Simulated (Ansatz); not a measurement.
Strength of the Al–H bond: AlHF2 → AlF2 + H

Species: AlHF2 `[F][AlH][F]`, singlet; AlF2 `[F][Al][F]`, doublet; H atom, doublet. 

Shapes, held fixed at every level: PBE0-D4/def2-TZVP. Programs: Ansatz 0.2.0. The zero-point and thermal change to 298 K, harmonic and unscaled (PBE0-D4/def2-TZVP), is -14.1 kJ/mol.

| level | kind | ΔH(298 K) (kJ/mol) | less CCSD(T)/CBS estimate |
| --- | --- | --- | --- |
| SPW92/def2-TZVPP | LDA | +367.2 | +3.3 |
| r2SCAN-D4/def2-TZVPP | meta-GGA | +341.6 | -22.3 |
| B3LYP-D4/def2-TZVPP | global hybrid | +354.4 | -9.5 |
| PBE0-D4/def2-TZVPP | global hybrid | +338.8 | -25.1 |
| wB97X-V/def2-TZVPP | range-separated hybrid | +362.3 | -1.6 |
| MP2/def2-TZVPP | perturbation theory | +341.4 | -22.5 |
| CCSD(T)/def2-SVP | coupled cluster or CI | +353.5 | -10.4 |
| CCSD(T)/CBS estimate | coupled cluster or CI | +363.9 | 0.0 |

The highest level, CCSD(T)/CBS estimate, gives ΔH(298 K) = +363.9 kJ/mol; the levels span +338.8 to +367.2. The column of differences is taken from that level and isn't an error. No measured value is set beside it here. Open shells run unrestricted unless RO is named. The CBS estimate extrapolates MP2 from def2-TZVPP and def2-QZVPP and adds CCSD(T) − MP2 in the triple-zeta set, cores frozen.
